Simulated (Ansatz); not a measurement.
# Si₂ (triplet): the correlation ladder, def2-TZVPP

The task here is to estimate one member of a computed series from the others.

Computed with Ansatz 0.2.0, Gaussian basis. Level: def2-TZVPP, core rule «outside noble gas», up to 10 orbitals frozen.

Plan: UHF; ROHF; CCSD(T) on UHF.

## The geometry

The geometry is a PBE0/def2-TZVP stationary point (not a proven minimum) of the parent state, kept for this charge and spin.

2 atoms, charge 0, spin multiplicity 3.

Atoms are counted from 1 here; the program's logs count them from 0.

Bond lengths: Si1–Si2 2.273 Å.

Set-up of the first run:

The input, in.yaml:

```yaml
crystal:
  periodic: [false, false, false]
  atoms:
    - {symbol: Si, position_ang: [0.000000, 0.000000, 0.000000]}
    - {symbol: Si, position_ang: [0.000000, 0.000000, 2.272600]}
basis:
  gaussian: {orbitals: def2-TZVPP}
magnetization: {spin_polarized: true, initial_magnetization: 2}
hamiltonian: {xc: hf}
output: {orbitals: {seedname: orbitals}}
```

Command:

```console
$ ansatz run in.yaml --threads 1 --pin off --events-out ev --progress --plain --max-ram 2816MiB --backend cpu
```

Steps of the session up to this table: UHF; ROHF; CCSD(T) on UHF.

One table of the session follows, with a row left open; its other results are not shown here.

It belongs to the step «Misses and costs». 

```
  method  from UCCSD(T) (meV)
    ROHF              +5572.3
     UHF              +5465.3
    UMP2              +1166.9
   UCCSD                    ?
UCCSD(T)                    0
```

**Question.** Estimate the row for UCCSD.

The run gave: from UCCSD(T) (meV): +311.0. In the column «from UCCSD(T) (meV)» it lies between UCCSD(T) (0) and UMP2 (+1166.9).
